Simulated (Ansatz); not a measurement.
Molecule (SMILES): CCl (CH3-Cl).
Atoms: C1, Cl2, H3, H4, H5. Bonds: C1-Cl2, C1-H3, C1-H4, C1-H5.

Basis-set convergence of the optimised C1-Cl2 bond length at PBE with Ansatz (a program for electronic structure). Cartesian d functions, on some or all atoms, in 6-31+G*, 6-311+G**; all else is spherical. The program fits the integrals of some runs and decomposes those of others, by size. No added dispersion term, no relativity. Reference: the value in pcseg-3, 1.7897 Å, itself unsure by roughly 0.0001 Å (its mean distance from def2-QZVPP, cc-pV(Q+d)Z). Deviations are taken from unrounded values. Cost is core time over that of 6-311+G**, rough, on shared machines of one kind. It counts the whole optimisation.

```csv
basis,functions,cost
pcseg-0,28,0.6×
def2-SV(P),38,0.8×
def2-SVP,47,0.7×
pcseg-1,47,0.8×
6-31+G*,48,0.8×
6-311+G**,71,1×
def2-TZVP,86,1×
"6-311++G(2d,2p)",92,1×
pcseg-2,106,1×
def2-TZVPP,115,2×
"6-311++G(3df,3pd)",140,2×
def2-QZVPP,217,3×
pcseg-3,223,4×
```

Question: Which is the smallest set listed that can be trusted to 0.005 Å here, that is, within that of the reference together with its larger relatives (same family, alike in diffuse functions; a set with none to test it counts only in the reference's own line)?

Answer: The smallest set listed that lies within 0.005 Å of the reference with all its larger relatives (same family, alike in diffuse functions; a set with none counts only in the reference's own line) is def2-SV(P) (38 functions, 0.8× in cost, -0.0001 Å off). Inside, with no larger relative to test it: 6-311++G(3df,3pd). Value minus reference: pcseg-0 0.1405, def2-SV(P) -0.0001, def2-SVP 0.0009, pcseg-1 0.0114, 6-31+G* 0.0117, 6-311+G** 0.0117, def2-TZVP 0.0005, 6-311++G(2d,2p) 0.0103, pcseg-2 0.0027, def2-TZVPP 0.0002, 6-311++G(3df,3pd) -0.0008, def2-QZVPP 0.0003, pcseg-3 0.0000 Å.
